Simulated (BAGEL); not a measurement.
# PBE0/def2-TZVP (density fitting with qzvpp-jkfit) run of CH4Si (SMILES C[SiH])

What is the energy change on altering one bond length of CH4Si at PBE0/def2-TZVP (density fitting with qzvpp-jkfit)? 

Program for the calculation: BAGEL 1.2.2.

2 further runs of the same task are left out: 2 set aside as unsound or not needed.

## Step 1: Starting point

CH4Si: 6 atoms, total charge 0, spin state singlet. As SMILES, `C[SiH]`. The coordinates come from a PBE0-D4/def2-TZVP relaxation.

Bond lengths: C1–Si2 1.892 Å, C1–H3 1.098 Å, C1–H4 1.091 Å, C1–H5 1.098 Å, Si2–H6 1.531 Å. Angles: C1–Si2–H6 94.2°, Si2–C1–H3 109.7°, Si2–C1–H4 113.8°, Si2–C1–H5 109.5°, H3–C1–H4 109.0°, H3–C1–H5 105.5°, H4–C1–H5 109.0°.

## Step 2: A single-point energy at PBE0/def2-TZVP (density fitting with qzvpp-jkfit)

job.json reads:

```json
{ "bagel": [

{
  "title": "molecule",
  "basis": "def2-tzvp.json",
  "df_basis": "qzvpp-jkfit",
  "angstrom": true,
  "geometry": [
    { "atom": "C", "xyz": [      -0.093500,      -0.366000,      -0.370300 ] },
    { "atom": "Si", "xyz": [       0.917300,       0.209800,       1.122300 ] },
    { "atom": "H", "xyz": [      -1.156900,      -0.410100,      -0.102200 ] },
    { "atom": "H", "xyz": [       0.215000,      -1.335600,      -0.763000 ] },
    { "atom": "H", "xyz": [      -0.024000,       0.382000,      -1.170800 ] },
    { "atom": "H", "xyz": [       0.142200,       1.520000,       1.284000 ] }
  ]
},

{ "title": "ks", "xc_func": "pbe0" },

{ "title": "print", "file": "orbitals.molden", "orbitals": true }

]}
```

The basis set def2-TZVP is read from a file made from the Basis Set Exchange's data (not shown).

Command:

```
BAGEL_NUM_THREADS=1 BAGEL job.json > job.out
```

Standard output:

```text
* using 1 threads per process

  ===============================================================
  ===============================================================

  *** Geometry ***

  { "atom" : "C", "xyz" : [     -0.176689,     -0.691640,     -0.699766 ] },
  { "atom" : "Si", "xyz" : [      1.733446,      0.396465,      2.120840 ] },
  { "atom" : "H", "xyz" : [     -2.186224,     -0.774977,     -0.193130 ] },
  { "atom" : "H", "xyz" : [      0.406291,     -2.523918,     -1.441861 ] },
  { "atom" : "H", "xyz" : [     -0.045353,      0.721875,     -2.212491 ] },
  { "atom" : "H", "xyz" : [      0.268719,      2.872384,      2.426408 ] },

  Number of auxiliary basis functions:      275

  Since a DF basis is specified, we compute 2- and 3-index integrals:
    o Being stored without compression. Storage requirement is 0.019 GB

  Number of basis functions:       92
  Number of electrons      :       24

    * METHOD: MOLECULE                             0.07

  *** Kohn-Sham DFT ***

    * Removing 9143 points whose weight is below 1.00e-10
    * Grid points: 80293

  === Nuclear Repulsion ===
    48.6036936582

       - DIIS with orbital gradients will be used.

  === KS iteration (pbe0 / def2-tzvp.json) ===
      0       -270.86934932          0.15576178           0.18
      1       -219.15496521          0.20890351           0.17
      2       -273.63435200          0.15570561           0.17
      3       -328.42695182          0.05799110           0.17
      4       -328.94643448          0.05604097           0.17
      5       -329.69506660          0.01528095           0.17
      6       -329.71911789          0.01406294           0.17
      7       -329.77850178          0.00336114           0.17
      8       -329.78170447          0.00071547           0.17
      9       -329.78183709          0.00022719           0.17
     10       -329.78184787          0.00001695           0.17
     11       -329.78184796          0.00000483           0.17
     12       -329.78184796          0.00000197           0.17
     13       -329.78184796          0.00000034           0.17
     14       -329.78184796          0.00000014           0.17
     15       -329.78184796          0.00000004           0.17
     16       -329.78184796          0.00000001           0.17
     17       -329.78184796          0.00000000           0.17
    * SCF iteration converged.

    * Permanent dipole moment:
           (    0.289764,     0.059048,     0.348966) a.u.

    * METHOD: KS                                   3.36

    * METHOD: PRINT                                0.01

  ===============================================================
```

It took 3.6 s on 1 thread of Arm Neoverse V2, shared host; peak memory 0.34 GiB.

## Step 3: The distorted shape

calc.json reads:

```json
{ "bagel" : [

{
  "title" : "molecule",
  "basis" : "def2-tzvp.json",
  "df_basis" : "qzvpp-jkfit",
  "angstrom" : "true",
  "geometry" : [
    { "atom" : "C", "xyz" : [       1.182545,      -0.313081,      -0.692011 ] },
    { "atom" : "Si", "xyz" : [       2.193345,       0.262719,       0.800589 ] },
    { "atom" : "H", "xyz" : [      -1.156900,      -0.410100,      -0.102200 ] },
    { "atom" : "H", "xyz" : [       1.491045,      -1.282681,      -1.084711 ] },
    { "atom" : "H", "xyz" : [       1.252045,       0.434919,      -1.492511 ] },
    { "atom" : "H", "xyz" : [       1.418245,       1.572919,       0.962289 ] }
  ]
},

{
  "title" : "ks",
  "xc_func" : "pbe0",
  "charge" : 0
},

{
  "title" : "print",
  "file" : "orbitals.molden",
  "orbitals" : "true"
}

]}
```

The basis set def2-TZVP is read from a file made from the Basis Set Exchange's data (not shown).

Command:

```
BAGEL_NUM_THREADS=1 BAGEL calc.json > calc.out
```

Standard output:

```text
* using 1 threads per process

  ===============================================================
  ===============================================================

  *** Geometry ***

  { "atom" : "C", "xyz" : [      2.234686,     -0.591637,     -1.307711 ] },
  { "atom" : "Si", "xyz" : [      4.144821,      0.496467,      1.512894 ] },
  { "atom" : "H", "xyz" : [     -2.186224,     -0.774977,     -0.193130 ] },
  { "atom" : "H", "xyz" : [      2.817667,     -2.423916,     -2.049807 ] },
  { "atom" : "H", "xyz" : [      2.366022,      0.821878,     -2.820437 ] },
  { "atom" : "H", "xyz" : [      2.680095,      2.972386,      1.818463 ] },

  Number of auxiliary basis functions:      275

  Since a DF basis is specified, we compute 2- and 3-index integrals:
    o Being stored without compression. Storage requirement is 0.019 GB

  Number of basis functions:       92
  Number of electrons      :       24

    * METHOD: MOLECULE                             0.07

  *** Kohn-Sham DFT ***

    * Removing 7999 points whose weight is below 1.00e-10
    * Grid points: 81437

  === Nuclear Repulsion ===
    45.8637882137

       - DIIS with orbital gradients will be used.

  === KS iteration (pbe0 / def2-tzvp.json) ===
      0       -271.08517824          0.15749789           0.18
      1       -222.02534161          0.18835303           0.17
      2       -274.50484115          0.15493160           0.17
      3       -328.62881925          0.05474729           0.17
      4       -327.32981227          0.08121772           0.17
      5       -328.93295349          0.04149957           0.17
      6       -329.23538280          0.03135417           0.17
      7       -329.45015975          0.02183022           0.17
      8       -329.60014267          0.00597140           0.17
      9       -329.61207157          0.00098686           0.17
     10       -329.61229594          0.00027421           0.18
     11       -329.61230798          0.00012514           0.18
     12       -329.61231688          0.00003338           0.18
     13       -329.61231744          0.00001440           0.17
     14       -329.61231752          0.00000423           0.18
     15       -329.61231753          0.00000200           0.19
     16       -329.61231753          0.00000060           0.18
     17       -329.61231753          0.00000030           0.18
     18       -329.61231753          0.00000008           0.18
     19       -329.61231753          0.00000002           0.18
     20       -329.61231753          0.00000001           0.18
    * SCF iteration converged.

    * Permanent dipole moment:
           (   -0.358147,    -0.048563,     0.212422) a.u.

    * METHOD: KS                                   4.02

    * METHOD: PRINT                                0.01

  ===============================================================
```

It took 4.5 s on 1 thread of Arm Neoverse V2, shared host; peak memory 0.34 GiB.

## Step 4: Summary of results

Level: PBE0/def2-TZVP (density fitting with qzvpp-jkfit).

```
                                                         quantity          value
                                        first shape: total energy  -329.78185 Eh
                                       first shape: dipole moment         1.16 D
                                         first shape: HOMO energy       -6.30 eV
                                         first shape: LUMO energy       -2.53 eV
                                       first shape: HOMO–LUMO gap        3.77 eV
                                    distorted shape: total energy  -329.61232 Eh
                                   distorted shape: dipole moment         1.07 D
                                     distorted shape: HOMO energy       -6.56 eV
                                     distorted shape: LUMO energy       -3.90 eV
                                   distorted shape: HOMO–LUMO gap        2.66 eV
energy change with the C1–H3 bond stretched from 1.098 to 2.415 Å       4.613 eV
```

In words: One bond (distorted shape) is far stretched, which a spin-restricted single reference describes badly; a broken-symmetry solution may lie lower. With the C1–H3 bond stretched from 1.098 to 2.415 Å the energy rises by 4.61 eV (106 kcal/mol). A restricted reference can't describe the breaking bond well at this length.
